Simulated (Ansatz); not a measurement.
# CHPSi (singlet): from Hartree-Fock to the top rungs, cc-pVDZ

The task here is to estimate one member of a computed series from the others.

Program: Ansatz 0.2.0, Gaussian basis. Level of theory: cc-pVDZ, core rule «outside noble gas», up to 11 orbitals frozen. These are calculated values, not measurements.

To be run: UHF; CCSD(T) on RHF; BCCD(T) on RHF; CISD; CCSDT(Q) on RHF; CASSCF and MRCISD+Q, 8 electrons in 8 orbitals; CASSCF and MRCISD+Q(relaxed), 8 electrons in 8 orbitals; CASSCF and NEVPT2, 8 electrons in 8 orbitals.

22 further runs of the same task are left out: 12 that didn't finish, 10 set aside as unsound or not needed.

## The geometry

The geometry is a PBE0/def2-TZVP stationary point (not a proven minimum).

4 atoms, charge 0, spin multiplicity 1.

Atoms are counted from 1 here; the program's logs count them from 0.

Bond lengths: P1–C2 1.687 Å, P1–Si3 2.222 Å, C2–Si3 1.813 Å, C2–H4 1.084 Å. Angles: C2–P1–Si3 53.1°, P1–C2–Si3 78.7°, P1–C2–H4 133.6°, Si3–C2–H4 147.6°, P1–Si3–C2 48.1°.

Set-up of the first run:

in.yaml

```yaml
crystal:
  periodic: [false, false, false]
  atoms:
    - {symbol: P, position_ang: [0.000000, -0.300730, 1.034802]}
    - {symbol: C, position_ang: [0.000000, 1.088676, 0.078110]}
    - {symbol: Si, position_ang: [0.000000, -0.211047, -1.185392]}
    - {symbol: H, position_ang: [0.000000, 2.149284, 0.300101]}
basis:
  gaussian: {orbitals: cc-pVDZ}
magnetization: {spin_polarized: true, initial_magnetization: 0}
hamiltonian: {xc: hf}
output: {orbitals: {seedname: orbitals}}
```

Run with:

```console
> ansatz run in.yaml --threads 1 --pin off --events-out ev --progress --plain --max-ram 2393MiB
```

Steps of the session up to this table: UHF; CCSD(T) on RHF; BCCD(T) on RHF; CISD; CCSDT(Q) on RHF; CASSCF and MRCISD+Q, 8 electrons in 8 orbitals; CASSCF and MRCISD+Q(relaxed), 8 electrons in 8 orbitals; CASSCF and NEVPT2, 8 electrons in 8 orbitals.

One table of the session follows, with a row left open; its other results are not shown here.

```
   method  from RCCSDT(Q) (meV)
      RHF               +9977.9
     RMP2                     ?
     CISD               +1688.5
    RCCSD                +547.2
 RCCSD(T)                 +65.8
  BCCD(T)                 +62.3
   RCCSDT                 +48.1
RCCSDT(Q)                     0
```

Estimate the missing values for RMP2.

The run gave: from RCCSDT(Q) (meV): +1284.5. In the column «from RCCSDT(Q) (meV)» it lies between RCCSD (+547.2) and CISD (+1688.5).

Left out of the table: CASSCF frontier, NEVPT2 frontier, MRCISD frontier, MRCISD+Q frontier (the active space lost an orbital or holds another state than full CI finds).

Left out of the table: MRCISD+Q(relaxed) frontier (another determinant or state than the rows shown).

To keep in mind: Warnings in the runs' records: passed over end.
